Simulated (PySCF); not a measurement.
Gas-phase reaction: 2 C3H8 + C2H4 ⇌ 2 C4H10 (n-butane)

Method: PySCF energies plus ideal-gas RRHO corrections (1 bar). Table values come from the NASA 1993 polynomials. † marks an energy on the PBE0/def2-TZVP geometry and frequencies. MP2 freezes the core. All species are closed-shell singlets. MP2 isn't extrapolated to the basis-set limit.

Levels: a) MP2/def2-TZVPP†; b) LDA/def2-TZVP†; c) PBE0/def2-SVP†.

### Question
Order the levels by the distance of their ΔH°(298 K) from the table for this reaction, closest first.

### Answer
a (-11 kJ), c (-24 kJ), b (-44 kJ)

The table gives -95 kJ. The order holds for this reaction alone, and for the 1993 entries, some of which have been revised since.
